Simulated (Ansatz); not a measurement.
Run this with Ansatz 0.2.0, Python API and show what comes out.

`cho.py`:
```python
# -*- coding: utf-8 -*-
"""Active-space calculation on CHO(+)."""

import ansatz

geometry_ang = [
    ("C", (-0.0232, 0.0005, 0.0)),
    ("O", (1.1047, -0.022, 0.0)),
    ("H", (-1.0814, 0.0215, 0.0)),
]
geometry = ansatz.Crystal.molecule()
for symbol, xyz in geometry_ang:
    geometry = geometry.atom(symbol, xyz)

calc = (
    geometry.calculation()
    .basis(gaussian="6-31G*")
    .charge(1)  # electrons removed from the neutral system
    .correlation(active_electrons=4, active_orbitals=5)  # correlation on top of the mean field
)
for method in [None]:
    report = (calc if method is None else calc.correlation(method)).run(threads=1, pin="off").report
    space = report["configurations"]
    state = space["states"][0]
    print(method or "casscf", f"total {report['free_energy_ev'] / 27.211386246:.6f} Ha, active-space state {state['energy']['hartree']:.6f} Ha, mean field {report['reference_energy_ev'] / 27.211386246:.6f} Ha")
    print("  determinants", state["n_determinants"], " natural occupations", [round(n, 3) for n in space["natural_occupations"]])
```

Output of `python cho.py`:
```text
casscf total -113.055021 Ha, active-space state -113.055021 Ha, mean field -112.960224 Ha
  determinants 100  natural occupations [1.939, 1.937, 0.062, 0.061, 0.001]
```

Caveats:
- Total energies depend on the basis set; only differences at equal settings carry meaning.
- The geometry is a force-field or estimated start, not a minimum of this method, and the basis set is short of its limit. The active space starts as a window about the frontier orbitals and is then optimised, not chosen by chemistry.
- Hardware and time: 1.5 s on 1 thread of Arm Neoverse V2, on a shared host, peak memory 0.13 GiB.
